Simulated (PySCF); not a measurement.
A structure optimised at PBE-D3(BJ)/def2-SVP, used in a PySCF frequency run:

```xyz
6

F      0.0000     1.1095    -1.3957
C      0.0000     0.0000    -0.6722
F      0.0000    -1.1095    -1.3957
C      0.0000     0.0000     0.6722
F      0.0000    -1.1095     1.3957
F      0.0000     1.1095     1.3957
```
Charge 0, spin multiplicity 1.

**Question.** Write its SMILES, formula and point group.

**Answer.** FC(F)=C(F)F, C2F4, D2h

**Question.** What are its rotational constants (standard atomic weights)?

**Answer.** 5.4028, 3.1809, 2.0022 GHz
